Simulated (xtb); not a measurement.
H₃N, SMILES N. All values are semi-empirical tight-binding results from xtb (GFN2-xTB unless named), good for trends rather than for accurate numbers. The structure is a stationary point at GFN2-xTB.

Problem. Estimate the properties. (Estimate from the structure and the level; the computed values follow.)

Solution. 
point group as xtb finds it: C3v
orbital gap: 12.23 eV
dipole moment: 1.78 D
zero-point energy: 21.1 kcal/mol
G − E(el) at 298.15 K (modified RRHO): 9.7 kcal/mol
static polarisability (D4 model): 14.0 bohr³
solvation energy, GFN2-xTB/ALPB(water): -4.0 kcal/mol
solvation energy, GFN2-xTB/ALPB(ether): -2.1 kcal/mol

Problem. Give the IR lines (harmonic; lines under 4 % of the strongest left out, lines within 3 cm⁻¹ merged). (The exact figures need the calculation; the answer reports its results.)

Solution. ν (cm⁻¹): 1160 (vs), 1593 (m), 3477 (w) (against the strongest line: vs over 80 %, s over 45 %, m over 15 %, w over 4 %, vw less)
